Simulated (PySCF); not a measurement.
Ionisation energy of S by level of theory

S [Ne] 3s2 3p4 (3P) → S⁺ [Ne] 3s2 3p3 (4S), as a difference of total energies. All numbers are calculated (PySCF 2.14, no relativity, point nucleus, in 6-31G* (4s3p1d, 18 functions)). Correlated levels: valence: [Ne] frozen. The calculations carry no spin-orbit coupling.

```
           method  ionisation energy (eV)
              UHF                   9.148
              PBE                  10.352
              LDA                  10.483
    MP2 (valence)                   9.475
SCS-MP2 (valence)                   9.503
   CCSD (valence)                   9.475
CCSD(T) (valence)                   9.487
```

Q: How much does correlation contribute at CCSD(T) (valence)?

A: 9.487 − (9.148) = 0.339 eV, measured against UHF.

Errors of the correlated levels include the incompleteness of this basis and the frozen core.

For comparison: 10.336 eV (measured; NIST levels, between the centres of gravity of the two terms).
